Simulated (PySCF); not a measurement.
Runs that did not reach their result, on `C=CC=C` (1,3-butadiene) (driver script around PySCF, density fitting, GFN2-xTB geometry as the base; each input is a line of settings and coordinates in Å).

Command:
```bash
OMP_NUM_THREADS=1 python probes_run.py task.json out
```
Input:
```
{"job": {"kind": "nmr", "xc": "X3LYP", "basis": "pcSseg-0", "pop": false, "scf": {"max_cycle": 2}}, "charge": 0, "multiplicity": 1}
C      1.700108     0.207104    -0.653653
C      0.690539    -0.184932     0.115671
C     -0.687918     0.186473    -0.119306
C     -1.698187    -0.206456     0.648744
H      1.541209     0.837838    -1.513114
H      2.717163    -0.084612    -0.456282
H      0.872632    -0.818085     0.974411
H     -0.869969     0.820381    -0.977726
H     -2.715515     0.084561     0.450180
H     -1.541179    -0.837617     1.508547
```

Output:
```
final grid: 77064 points
cycle   1  E = -155.5580174985  dE =  3.146e-01  |g| = 2.586e-01  |ddm| = 3.039e+00
cycle   2  E = -155.5624277089  dE = -4.410e-03  |g| = 2.335e-01  |ddm| = 5.557e-01
SCF not converged, last energy = -155.5624277089
```

Question: Diagnose the run.

Answer: The cap of 2 cycles ended the SCF with an orbital gradient of 2.3e-01, before the energy threshold of 1e-09 Eh and the gradient threshold (its square root) were both met. Raise the cap. Its energy and orbitals aren't self-consistent and shouldn't be used.

Input:
```
{"job": {"kind": "uv", "xc": "PBE0", "basis": "6-311+G(2d,p)", "nstates": 6, "ntriplets": 2, "tda": true, "scf": {"max_cycle": 5}}, "charge": 0, "multiplicity": 1}
(coordinates as above)
```

Output:
```
final grid: 77064 points
cycle   1  E = -155.8064005334  dE =  3.664e-01  |g| = 3.215e-01  |ddm| = 2.785e+00
cycle   2  E = -155.8093084742  dE = -2.908e-03  |g| = 3.121e-01  |ddm| = 6.113e-01
cycle   3  E = -155.8357673228  dE = -2.646e-02  |g| = 2.732e-02  |ddm| = 2.640e-01
cycle   4  E = -155.8357382742  dE =  2.905e-05  |g| = 3.001e-02  |ddm| = 3.736e-02
cycle   5  E = -155.8359645541  dE = -2.263e-04  |g| = 1.472e-03  |ddm| = 2.022e-02
SCF not converged, last energy = -155.8359645541
```

Time: 2.2 s; peak memory 0.57 GiB. Hardware: one thread, Arm Neoverse V1 (aarch64), shared host with 32 logical CPUs at a one-minute load of 13.

Question: What went wrong, and what mends it?

Answer: The cap of 5 cycles ended the SCF with an orbital gradient of 1.5e-03, before the energy threshold of 1e-09 Eh and the gradient threshold (its square root) were both met. Raise the cap. Its energy and orbitals aren't self-consistent and shouldn't be used.

Input:
```
{"job": {"kind": "uv", "xc": "PW91", "basis": "pcX-1", "nstates": 6, "ntriplets": 2, "tda": false, "scf": {"max_cycle": 58}}, "charge": 0, "multiplicity": 1}
C      2.210140     0.269235    -0.849749
C      0.897701    -0.240412     0.150372
C     -0.894293     0.242415    -0.155098
C     -2.207643    -0.268393     0.843367
H      2.003572     1.089189    -1.967048
H      3.532312    -0.109996    -0.593167
H      1.134422    -1.063510     1.266734
H     -1.130960     1.066495    -1.271044
H     -3.530170     0.109929     0.585234
H     -2.003533    -1.088902     1.961111
```

Output:
```
KeyError: 'Element h (Z=1) not found in basis pcX-1 version 1'
```

Question: What went wrong, and what mends it?

Answer: The basis pcX-1 in the Basis Set Exchange has no functions for hydrogen, so the input was refused before any integral. The coordinates are the GFN2-xTB ones scaled by 1.3. Choose a basis that covers all elements. The run gave no result.

The values belong to the conformer `[CH2:1]=[CH:2][CH:3]=[CH2:4]`: C1–C2–C3–C4 180°.
